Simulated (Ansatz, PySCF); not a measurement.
This PySCF input computes a CCSD(T)/cc-pVDZ energy:

```python
from pyscf import gto, scf, mp, cc as ccmod

mol = gto.M(
    atom='''
    O     0.40729498    1.27979630    0.29460394
    C     0.08163148    0.13868104    0.03256419
    N     0.99861611   -0.84680311   -0.18123877
    C    -1.37105389   -0.27916763   -0.07797619
    H     0.73494507   -1.78997243   -0.39805759
    H    -1.84573602    0.32224419   -0.85323023
    H    -1.50787858   -1.33524955   -0.31016180
    H    -1.86875914   -0.05203685    0.86465332
    H     1.97529047   -0.61281436   -0.11889194
    ''',
    basis='cc-pvdz',
    charge=0,
    spin=0,
    verbose=4,
)

mf = scf.RHF(mol)
mf.conv_tol = 1e-10
mf.max_cycle = 100
mf.kernel()
mp2 = mp.MP2(mf, frozen=4).run()
cc = ccmod.CCSD(mf, frozen=4)
cc.max_cycle = 100
cc.kernel()
et = cc.ccsd_t()
print(f'E(CCSD(T)) = {cc.e_tot + et:.9f}')
```

Question: Write an input for the same energy in Ansatz (a program for electronic structure) and say what it gives.

Answer: 
Ansatz 0.2 input:
```yaml
crystal:
  periodic: [false, false, false]
  atoms:
    - {symbol: O, position_ang: [0.40729498, 1.27979630, 0.29460394]}
    - {symbol: C, position_ang: [0.08163148, 0.13868104, 0.03256419]}
    - {symbol: N, position_ang: [0.99861611, -0.84680311, -0.18123877]}
    - {symbol: C, position_ang: [-1.37105389, -0.27916763, -0.07797619]}
    - {symbol: H, position_ang: [0.73494507, -1.78997243, -0.39805759]}
    - {symbol: H, position_ang: [-1.84573602, 0.32224419, -0.85323023]}
    - {symbol: H, position_ang: [-1.50787858, -1.33524955, -0.31016180]}
    - {symbol: H, position_ang: [-1.86875914, -0.05203685, 0.86465332]}
    - {symbol: H, position_ang: [1.97529047, -0.61281436, -0.11889194]}
basis:
  gaussian:
    orbitals: cc-pVDZ
magnetization: {spin_polarized: false}
correlation: {method: ccsd_t, electrons: outside_noble_gas}
```
It gives -208.67023 Eh, and PySCF -208.67023 Eh, a difference of 0.00 mEh.
